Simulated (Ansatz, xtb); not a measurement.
# Two isomers of H5OSi2−

Structure a: `[O-][SiH2][SiH3]`, a singlet. Structure b: `[SiH2-]O[SiH3]`, a singlet. Both are isolated ions in the gas phase, relaxed with PBE0-D3(BJ)/def2-SVPD; the shapes shown needn't be the lowest conformers.

a (Å):

```xyz
8

O    -0.2650   -2.5797   -1.2012
Si    0.7847   -1.6264   -0.4898
Si    1.2675   -2.1724    1.7904
H     2.2008   -1.5536   -1.0677
H     0.4364   -0.1414   -0.3562
H     1.8471   -3.5508    2.0000
H     0.0744   -2.1328    2.7150
H     2.2710   -1.2545    2.4580
```

b (Å):

```yaml
atoms:
  - { symbol: O, position_ang: [-0.0235, -1.5507, 0.6635] }
  - { symbol: Si, position_ang: [0.4532, -0.3984, 1.9778] }
  - { symbol: Si, position_ang: [1.0163, -2.5919, -0.0484] }
  - { symbol: H, position_ang: [1.7610, 0.1236, 1.3030] }
  - { symbol: H, position_ang: [1.2607, -1.4207, 2.8386] }
  - { symbol: H, position_ang: [1.6253, -3.5894, 0.8991] }
  - { symbol: H, position_ang: [0.2875, -3.4006, -1.0970] }
  - { symbol: H, position_ang: [2.1601, -1.9212, -0.7594] }
```

Question: Which of the two would you expect CCSD(T)/def2-SVPD + ΔMP2/def2-TZVPPD electronic energies to favour?

Answer: Structure b; the calculation gives E(b) − E(a) = −20.2 kJ/mol.

The same difference at several levels:

```tsv
level	geometry	E(b) − E(a) (kJ/mol)	departure from the last row (kJ/mol)	job, with rough time for the two
GFN2-xTB	GFN2-xTB	+62.8	+82.9	optimisation, 0.092 s
HF/STO-3G	GFN2-xTB	−106.1	−85.9	single point, 0.16 s
r2SCAN-D4/def2-SVPD	GFN2-xTB	+4.9	+25.0	single point, 3.2 s
PBE0-D3(BJ)/def2-SVPD	PBE0-D3(BJ)/def2-SVPD	−2.6	+17.6	optimisation, 23 s
HF/def2-SVPD	PBE0-D3(BJ)/def2-SVPD	−34.1	−13.9	part of the CCSD(T) run
MP2/def2-SVPD	PBE0-D3(BJ)/def2-SVPD	−7.3	+12.9	part of the CCSD(T) run
CCSD(T)/def2-SVPD	PBE0-D3(BJ)/def2-SVPD	−17.2	+3.0	single point
CCSD(T)/def2-SVPD + ΔMP2/def2-TZVPPD	PBE0-D3(BJ)/def2-SVPD	−20.2		single point, 18 s
```

As drawn, b has 1 O–Si in place of 1 Si–Si.

GFN2-xTB, r2SCAN-D4/def2-SVPD put the two in the other order. The largest departure from CCSD(T)/def2-SVPD + ΔMP2/def2-TZVPPD is that of HF/STO-3G, 85.9 kJ/mol. The last row adds to CCSD(T) the change of the MP2 difference between the two basis sets, here −3.0 kJ/mol.

With harmonic frequencies from PBE0-D3(BJ)/def2-SVPD (ideal gas, rigid rotor, one conformer each, 298.15 K, 1 atm): on the last row, ΔE + ΔZPE = −19.6 kJ/mol. A mode under 50 cm⁻¹ makes harmonic enthalpies and free energies unreliable, so none is given.

The correlated steps freeze 11 core orbitals. Run with Ansatz 0.2.0, xtb 6.7.1; the last row on 2 threads of Arm Neoverse V2 on a shared host.
